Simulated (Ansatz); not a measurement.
# BH₂ (quartet): from Hartree-Fock to the top rungs, def2-TZVPP

An exercise on one series of results from a longer session: the logs are not shown, and one member is left open.

Method: def2-TZVPP, core rule «outside noble gas», up to 1 orbitals frozen; program: Ansatz 0.2.0, Gaussian basis.

Plan: UHF; ROHF; CCSD(T) on UHF.

2 further runs of the same task are left out: 2 set aside as unsound or not needed.

## What is computed

The geometry is a PBE0/def2-TZVP stationary point (not a proven minimum) of the parent state, kept for this charge and spin.

3 atoms, charge 0, spin multiplicity 4.

Atoms are counted from 1 here; the program's logs count them from 0.

Bond lengths: B1–H2 1.191 Å, B1–H3 1.191 Å. Angles: H2–B1–H3 129.4°.

Set-up of the first run:

Input file in.yaml:

```yaml
crystal:
  periodic: [false, false, false]
  atoms:
    - {symbol: B, position_ang: [0.000000, -0.080006, 0.000000]}
    - {symbol: H, position_ang: [0.000000, 0.429067, -1.077008]}
    - {symbol: H, position_ang: [0.000000, 0.429067, 1.077008]}
basis:
  gaussian: {orbitals: def2-TZVPP}
magnetization: {spin_polarized: true, initial_magnetization: 3}
hamiltonian: {xc: hf}
output: {orbitals: {seedname: orbitals}}
```

The run is started by

```
> ansatz run in.yaml --threads 1 --pin off --events-out ev --progress --plain --max-ram 4096MiB --backend cpu
```

Steps of the session up to this table: UHF; ROHF; CCSD(T) on UHF.

One table of the session follows, with a row left open; its other results are not shown here.

It belongs to the step «Misses and costs». 

```
  method  from UCCSD(T) (kJ/mol)
    ROHF                  +267.6
     UHF                  +260.6
    UMP2                       ?
   UCCSD                    +8.5
UCCSD(T)                       0
```

**Question.** Estimate the row for UMP2.

As computed: from UCCSD(T) (kJ/mol): +58.3. In the column «from UCCSD(T) (kJ/mol)» it lies between UCCSD (+8.5) and UHF (+260.6).
